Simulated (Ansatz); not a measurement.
Elements on the sites of an ideal hcp lattice, at a guessed lattice constant:

```
CELL_PARAMETERS angstrom
4.25732 -2.45796 -4.54114
4.25732 -2.45796 4.54114
-1.41911 -7.37389 0.00000
ATOMIC_POSITIONS crystal
Be 0.64167 0.89167 0.60000
Be 0.95833 0.70833 0.00000
Be 0.45833 0.20833 0.00000
Al 0.04167 0.29167 0.00000
Al 0.74167 0.99167 0.20000
Al 0.54167 0.79167 0.00000
Ti 0.14167 0.39167 0.60000
Ti 0.94167 0.19167 0.40000
Ti 0.44167 0.69167 0.40000
Ti 0.24167 0.49167 0.20000
Ti 0.84167 0.09167 0.80000
Ti 0.34167 0.59167 0.80000
Ti 0.05833 0.80833 0.60000
Ti 0.85833 0.60833 0.40000
Ti 0.55833 0.30833 0.60000
Ti 0.35833 0.10833 0.40000
Ti 0.15833 0.90833 0.20000
Ti 0.75833 0.50833 0.80000
Ti 0.65833 0.40833 0.20000
Ti 0.25833 0.00833 0.80000
```

Cell and atoms were relaxed without symmetry on coarser meshes and computed once more. The calculation used DFT PBE, scalar-relativistic, plane waves, PAW in Ansatz 0.2.0.

Cutoff 420 eV; k points 5×5×5 on the computed 20-atom cell (Γ-centred); Gaussian smearing, width 0.10 eV; no spin polarisation.

The relaxation ran on 2×2×2 (shifted) k points with a smearing of 0.1 eV, from sites shaken by 0.02 Å.

Q: What does the relaxation give?

A: A volume of 15.91 Å³/atom and no gap on the mesh. It lies 0.04 eV/atom below the elements' standard states (static lattices, no corrections for gases). The atoms leave their sites by 0.18 Å (root mean square) and 0.31 Å at most, and the cell stretches by up to 4.4 % at fixed volume.

```
Be Al Ti
1.0
     4.31634   -2.29065   -4.49824
     4.31672   -2.29085    4.49871
    -1.68505   -7.29869    0.00010
Be Al Ti
3 3 14
Direct
  0.65441 0.90445 0.58919
  0.94876 0.71342 0.00532
  0.46333 0.19886 0.00535
  0.04188 0.29189 0.99431
  0.74412 0.99420 0.19641
  0.54267 0.79265 0.02212
  0.12697 0.37710 0.60974
  0.92797 0.17807 0.41296
  0.42871 0.67880 0.43633
  0.21599 0.46610 0.22368
  0.82501 0.07508 0.81257
  0.33250 0.58253 0.82556
  0.06530 0.81081 0.59483
  0.85664 0.63062 0.39008
  0.56073 0.31535 0.59483
  0.38053 0.10669 0.39016
  0.16098 0.91003 0.17541
  0.76548 0.55318 0.78058
  0.65997 0.41098 0.17542
  0.30303 0.01556 0.78071
```

The final mesh leaves forces up to 0.17 eV/Å and stresses up to 0.4 GPa: the relaxation ran on a coarser mesh, so the cell's shape, its bonds and its energy belong partly to that mesh.

Cost: 2 runs of about 7.5 core-minutes in all (earlier runs that led there not counted), on AMD EPYC 7R13 Processor (Zen 3) (shared hosts).